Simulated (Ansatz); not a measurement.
`NC[SiH3]`. The species carries charge 0 and has multiplicity 1.

```xyz
10

N     0.374   -0.859    1.189
C    -0.598   -0.175    0.344
Si    0.289    0.860   -0.956
H     0.932   -1.506    0.646
H    -0.083   -1.396    1.915
H    -1.178    0.518    0.964
H    -1.331   -0.833   -0.149
H     1.222   -0.009   -1.727
H     1.072    1.953   -0.325
H    -0.700    1.446   -1.902
```

**Question.** Give the diagnostics of a CCSD(T)/def2-TZVPP run (frozen core, Ansatz 0.2.0). (Estimate.)

**Answer.** The calculation gave: T1 = 0.0098, largest single amplitude 0.011, largest double 0.016, (T) share of the correlation energy 3.4 %, 9 CCSD cycles. The RHF solution is stable towards an unrestricted one. T1 lies under the customary mark of 0.02 for closed shells.
